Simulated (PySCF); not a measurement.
Molecule: `CC=C1CCC1`, C6H10.

Geometry:
```csv
atom,x (Å),y (Å),z (Å)
C1,2.554,0.012,0.094
C2,1.259,0.688,0.404
C3,0.056,0.224,0.064
C4,-1.357,0.729,0.268
C5,-1.878,-0.529,-0.473
C6,-0.419,-1.013,-0.673
H7,3.210,0.657,-0.516
H8,3.117,-0.223,1.014
H9,2.400,-0.928,-0.456
H10,1.308,1.638,0.952
H11,-1.581,1.688,-0.227
H12,-1.671,0.814,1.321
H13,-2.499,-1.196,0.141
H14,-2.421,-0.319,-1.406
H15,-0.172,-1.969,-0.184
H16,-0.090,-1.081,-1.723
```

Geometry PBE0-D3(BJ)/def2-SVP throughout; GIAO in PySCF 2.14, gas phase, one conformer, non-relativistic; equivalent atoms averaged; basis pcSseg-1.

Question: How do the absolute shieldings σ depend on the functional? (a selection of nuclei; ppm; last column core-seconds on shared hosts with different chips, so compare them loosely)

Answer: 
```tsv
functional	kind	C3	C2	C4	C6	C1	H10	H15/H16	H13/H14	H7/H8/H9	core-s
HF	Hartree–Fock	44.7	65.1	163.4	165.0	176.3	26.41	29.14	29.87	30.09	4.7
LDA	LDA	30.1	51.6	148.4	151.2	165.4	25.43	28.04	28.89	29.23	12
PBE	GGA	34.2	55.1	147.0	149.7	163.7	25.85	28.43	29.28	29.59	17
BLYP	GGA	27.8	49.9	141.6	144.2	158.7	26.09	28.60	29.45	29.74	17
BP86	GGA	33.8	55.0	146.6	149.1	163.1	25.93	28.50	29.35	29.65	16
OPBE	GGA	45.8	64.8	152.5	154.8	168.6	25.83	28.46	29.31	29.61	16
KT2	GGA	44.2	65.1	149.1	151.9	167.1	25.96	28.30	29.21	29.58	25
KT3	GGA	44.9	65.3	148.2	150.7	165.8	26.11	28.48	29.38	29.71	24
B97-D	GGA	36.9	58.0	145.9	148.4	162.4	26.13	28.64	29.49	29.77	24
B3LYP	global hybrid	30.9	52.5	146.9	149.3	163.1	26.10	28.68	29.50	29.78	16
PBE0	global hybrid	37.7	58.0	152.9	155.2	168.5	25.91	28.57	29.37	29.67	16
mPW1PW91	global hybrid	36.8	57.1	151.9	154.2	167.5	25.98	28.64	29.43	29.72	16
WP04	global hybrid	24.4	46.3	138.2	140.0	154.7	26.50	29.00	29.77	30.01	13
B97-2	global hybrid	39.7	60.0	151.9	154.1	167.4	26.07	28.68	29.49	29.77	13
BHandHLYP	global hybrid	35.4	56.5	153.5	155.5	168.6	26.17	28.81	29.58	29.85	13
CAM-B3LYP	range-separated hybrid	32.7	54.0	151.7	153.9	167.3	26.04	28.70	29.45	29.76	18
wB97X-D	range-separated hybrid	37.6	57.8	153.9	156.0	168.7	26.06	28.77	29.52	29.82	17
LC-wPBE	range-separated hybrid	39.9	59.1	159.7	161.7	173.6	25.96	28.82	29.49	29.81	26
```

Question: Which nucleus among those listed moves most, in ppm?

Answer: C4 (allylic sp3 CH2): from 138.2 ppm with WP04 to 163.4 ppm with HF. The smallest spread is 0.86 ppm, at H7/H8/H9. Proton shifts span only some 12 ppm, so a few tenths of a ppm matter as much there as several ppm in carbon.
